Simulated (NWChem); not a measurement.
**B3LYP/pcseg-1 run of CClF3 (SMILES FC(F)(F)Cl)**

What is the vertical ionisation energy of CClF3 at B3LYP/pcseg-1? 

The results are computed with NWChem 7.3.0.

## Step 1: The system as given

CClF3 has 5 atoms, charge 0, and is taken as a singlet. SMILES: `FC(F)(F)Cl`. The coordinates come from a PBE0-D4/def2-TZVP relaxation.

Bond lengths: F1–C2 1.322 Å, C2–F3 1.322 Å, C2–F4 1.322 Å, C2–Cl5 1.756 Å. Angles: F1–C2–F3 108.7°, F1–C2–F4 108.7°, F1–C2–Cl5 110.2°, F3–C2–F4 108.7°, F3–C2–Cl5 110.2°, F4–C2–Cl5 110.2°.

## Step 2: A single-point energy at B3LYP/pcseg-1

File cclf3.nw:

```
echo
START cclf3
TITLE "CClF3 energy"
memory total 2200 mb
charge 0

GEOMETRY noautosym nocenter noautoz
  F     0.213700    0.019100    1.326100
  C    -0.002200   -0.082500    0.026100
  F    -1.249600   -0.474600   -0.167100
  F     0.811700   -0.999000   -0.468500
  Cl    0.276300    1.463300   -0.758000
END

BASIS "ao basis" spherical bse
  F library pcseg-1
  C library pcseg-1
  Cl library pcseg-1
END

DFT
  xc b3lyp
  grid fine
  convergence energy 1e-08
  iterations 100
  mulliken
  print low
END

TASK dft energy
```

The run is started by

```sh
$ nwchem cclf3.nw > cclf3.out
```

Log:

```text
[...]
 d= 0,ls=0.0,diis     1   -797.5462678929 -1.05D+03  2.37D-02  2.03D+00     1.5
[...]
 d= 0,ls=0.0,diis     8   -797.7623194114 -8.07D-09  5.50D-06  1.77D-07     8.8
         Total DFT energy =     -797.762319411441
      One electron energy =    -1603.279988915275
           Coulomb energy =      619.378470384767
    Exchange-Corr. energy =      -65.089444255316
 Nuclear repulsion energy =      251.228643374385
[...]
      Total Density - Mulliken Population Analysis
     ---------------------------------------------
    Atom       Charge   Shell Charges
 -----------   ------   -------------------------------------------------------
    1 F    9     9.23   2.00  0.96  0.97  3.44  1.85  0.01
    2 C    6     5.23   1.99  0.77  0.10  1.87  0.29  0.21
    3 F    9     9.23   2.00  0.96  0.97  3.44  1.85  0.01
    4 F    9     9.23   2.00  0.96  0.97  3.44  1.85  0.01
    5 Cl  17    17.08   2.00  1.99  1.28  0.69  5.99  3.84  1.25  0.04
[...]
```

Wall time 9.6 s (1 thread of Intel Xeon Platinum 8259CL at 2.50GHz (Skylake/Cascade Lake), shared host); peak memory 0.11 GiB.

## Step 3: The doublet cation, same level

File work.nw:

```
start work
title "CClF3"
memory total 2200 mb
charge 1
geometry units angstrom noautosym nocenter noautoz
 F      0.213700     0.019100     1.326100
 C     -0.002200    -0.082500     0.026100
 F     -1.249600    -0.474600    -0.167100
 F      0.811700    -0.999000    -0.468500
 Cl     0.276300     1.463300    -0.758000
end
basis spherical bse
 * library pcseg-1
end
dft
 xc b3lyp
 mult 2
 grid fine
 convergence energy 1e-08
 maxiter 100
 mulliken
 print low
end
task dft energy
```

The run is started by

```sh
$ nwchem work.nw > work.out
```

Log:

```text
[...]
 d= 0,ls=0.0,diis     1   -797.0347077837 -1.05D+03  1.34D-02  6.97D-01     1.9
[...]
 d= 0,ls=0.0,diis    13   -797.2838512126 -6.12D-09  3.82D-07  7.56D-10    19.4
[...]
         Total DFT energy =     -797.283851212604
      One electron energy =    -1588.794090763425
           Coulomb energy =      604.964965567642
    Exchange-Corr. energy =      -64.683369391205
 Nuclear repulsion energy =      251.228643374385
[...]
      Total Density - Mulliken Population Analysis
     ---------------------------------------------
    Atom       Charge   Shell Charges
 -----------   ------   -------------------------------------------------------
    1 F    9     9.14   2.00  0.97  0.97  3.41  1.78  0.01
    2 C    6     5.21   1.99  0.78  0.09  1.88  0.25  0.21
    3 F    9     9.13   2.00  0.97  0.97  3.41  1.77  0.01
    4 F    9     9.15   2.00  0.97  0.97  3.42  1.79  0.01
    5 Cl  17    16.37   2.00  1.99  1.38  0.60  5.99  3.62  0.75  0.04
[...]
      <S2> =      0.7527 (Exact =     0.7500)
[...]
```

It took 20 s on 1 thread of Intel Xeon Platinum 8259CL at 2.50GHz (Skylake/Cascade Lake), shared host; peak memory 0.11 GiB.

## Step 4: What came out

At B3LYP/pcseg-1:

| quantity | value |
| --- | --- |
| singlet CClF3: total energy | -797.76232 Eh |
| doublet cation: total energy | -797.28385 Eh |
| doublet cation: ⟨S²⟩ | 0.753 |
| vertical ionisation energy (to the doublet cation) | 13.020 eV |

Removing an electron at fixed nuclei costs 13.02 eV (1256 kJ/mol). Mulliken charges (singlet CClF3) run from -0.23 on F1 to +0.77 on C2. Mulliken charges (doublet cation) run from -0.15 on F4 to +0.79 on C2; they depend strongly on the basis.
